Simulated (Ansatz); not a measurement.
Born–Oppenheimer molecular dynamics of ClH$_{6}$NSi (9 atoms, charge 0, multiplicity 1). It starts at the highest image of a converged band, a first-order saddle point between two minima.

Computed with Ansatz, RKS BLYP/def2-SVP.

| Item | Value |
| --- | --- |
| ensemble | NVE (velocity Verlet) |
| time step | 0.5 fs |
| steps asked | 200 |
| starting velocities drawn for | 300 K |
| seed | 9556 |

First frame:

```xyz
9
Properties=species:S:1:pos:R:3
Si -0.280 0.104 -0.095
Cl 0.254 0.700 2.463
H 0.773 -0.927 0.098
H 0.023 1.544 -0.315
H -0.947 -0.313 -1.403
N -1.887 -0.254 0.940
H -2.267 -1.208 0.815
H -2.646 0.420 0.747
H -1.473 -0.067 1.923
```

How far do the bonds stretch over the last three quarters of this one trajectory? (Pairs bonded in most of those frames.)


```csv
bond,mean (Å),spread (Å),shortest,longest
Si1–Cl2,2.637,0.042,2.54,2.68
Si1–H3,1.493,0.039,1.43,1.55
Si1–H4,1.492,0.020,1.46,1.53
Si1–H5,1.532,0.014,1.51,1.56
Si1–N6,1.964,0.037,1.91,2.01
N6–H7,1.034,0.005,1.02,1.04
N6–H8,1.033,0.003,1.03,1.04
N6–H9,1.075,0.041,1.01,1.15
```

Mean temperature of the second half: 152 K. The conserved energy stayed within 0.15 meV per atom of its start (net change 0.021 meV per atom), so the integration is sound. A run of 0.1 ps of so small a system gives no equilibrium averages. The orbitals stay closed-shell, which can raise the energy where a bond breaks towards radicals; this wasn't checked here.

Run time: 8.4 min on 1 thread of Arm Neoverse V1 (shared host), peak memory 0.094 GiB.
